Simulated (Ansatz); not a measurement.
# C2H4OS: the cost of one run

Method: RKS BLYP/cc-pVDZ, in Ansatz 0.2.0.

### 1 The structure to begin with

Bond lengths: C1–C2 1.455 Å, C2–O3 1.324 Å, C2–S4 1.625 Å, C1–H5 1.048 Å, C1–H6 1.156 Å, C1–H7 1.117 Å, O3–H8 0.944 Å. Angles: C1–C2–O3 114.6°, C1–C2–S4 128.0°, O3–C2–S4 117.4°, C2–C1–H5 114.5°, C2–C1–H6 109.1°, C2–C1–H7 112.8°, H5–C1–H6 108.1°, H5–C1–H7 107.4°, H6–C1–H7 104.4°, C2–O3–H8 109.9°.

Coordinates:

```xyz
8

C     0.1711    0.9378   -0.0416
C    -0.1025   -0.4855   -0.1678
O     0.0449   -1.1758    0.9518
S    -0.5172   -1.3089   -1.5064
H     0.9747    1.1715    0.5895
H    -0.7709    1.4703    0.3646
H     0.3653    1.4304   -1.0250
H    -0.0733   -2.0968    0.7791
```

### 2 End point A

input.yaml

```yaml
crystal:
  periodic: [false, false, false]
  atoms:
    - { symbol: C, position_ang: [0.1711, 0.9378, -0.0416] }
    - { symbol: C, position_ang: [-0.1025, -0.4855, -0.1678] }
    - { symbol: O, position_ang: [0.0449, -1.1758, 0.9518] }
    - { symbol: S, position_ang: [-0.5172, -1.3089, -1.5064] }
    - { symbol: H, position_ang: [0.9747, 1.1715, 0.5895] }
    - { symbol: H, position_ang: [-0.7709, 1.4703, 0.3646] }
    - { symbol: H, position_ang: [0.3653, 1.4304, -1.025] }
    - { symbol: H, position_ang: [-0.0733, -2.0968, 0.7791] }
basis:
  gaussian: { orbitals: cc-pVDZ }
hamiltonian:
  xc: blyp
relax:
  f_tol: 0.015
  max_steps: 40
```

Launch:

```
$ ansatz run input.yaml --threads 1 --pin off --max-ram 2048MiB --backend cpu --events-out ev --progress --plain --runs-dir out
```

**Question.** How long does this run take on 1 thread of Arm Neoverse V2, shared host, and how much memory does it need?

About 32 s, with a peak of 0.12 GiB.
